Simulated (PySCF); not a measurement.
**PS₃⁻ at several levels of theory**

All levels use the PBE0 minimum (singlet; P–S 1.947 Å (×3); S–P–S 120.0° (×3)), basis [P def2-TZVPD, S def2-TZVPD], no relativity, density fitting, no spin–orbit coupling, PySCF. For vertical energies the ionised species is a doublet (spins chosen at PBE0 and kept). Open shells are unrestricted, also as the reference of the correlated levels. A dash marks a value that was not computed or is not defined at that level.

```xyz
4
charge -1 multiplicity 1, angstrom
P     0.0000    0.0000    0.0000
S     1.9468    0.0000    0.0000
S    -0.9734    1.6860    0.0000
S    -0.9734   -1.6860    0.0000
```

| level | vertical detachment energy (eV) | −ε(HOMO) (eV) | gap (eV) |
| --- | --- | --- | --- |
| PBE0 | 3.76 | 1.94 | 4.08 |
| HF | 3.71 | 4.57 | 8.86 |
| MP2 | 3.83 | – | – |
| PBE | 3.42 | 0.82 | 2.30 |
| r2SCAN | 3.57 | 1.03 | 2.59 |
| B3LYP | 3.69 | 1.71 | 3.70 |
| TPSSh | 3.59 | 1.33 | 3.13 |
| HSE06 | ? | ? | ? |
| revPBE | ? | ? | ? |

Problem. Fill in the row of revPBE.

Solution. vertical detachment energy (eV) 3.37, −ε(HOMO) (eV) 0.77, gap (eV) 2.31.

Problem. Fill in the row of HSE06.

Solution. vertical detachment energy (eV) 3.73, −ε(HOMO) (eV) 1.55, gap (eV) 3.33.

The lowest empty level of this anion is unbound, so it and the gap depend on the basis.
